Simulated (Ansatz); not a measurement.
A made-up structure of CHOSi, doublet:

| atom | x (Å) | y (Å) | z (Å) |
| --- | --- | --- | --- |
| C1 | 1.0899 | -0.0273 | -0.0981 |
| Si2 | -0.2372 | 0.9346 | -0.1441 |
| O3 | -1.8307 | 0.0589 | 0.1617 |
| H4 | 0.9667 | -1.0616 | 0.0986 |

It is relaxed with PBE-D4/def2-SVP and then PBE0-D4/def2-TZVP (Ansatz 0.2.0). Atoms count as bonded within 1.22 times the sum of their covalent radii (H–H: 0.88 Å). The end point is not checked to be a true minimum.

Question: Does its bonding change? (A judgement: the text doesn't fix the answer.)

Answer: By the calculation: No: no bond forms or breaks.

Where it ends: The first stage lowers the energy by 2.53 eV in 16 steps. It ends as CHOSi ([CH][Si][O]):
```xyz
4
angstrom
C 0.9226 -0.3876 -0.3844
Si -0.6137 0.2292 0.1286
O -1.9859 0.8409 -0.0378
H 1.6657 -0.7778 0.3117
```

Labels in which every atom is bracketed show which atoms are joined, not bond orders.

For scale, one of the runs: PBE0-D4/def2-TZVP relaxation, 105 basis functions, launched by `ansatz run in.yaml --threads 2 --pin off --events-out ev --progress --plain --max-ram 4352MiB`. The run took about 19 s on 2 CPU threads of an Arm Neoverse V1 (shared host).
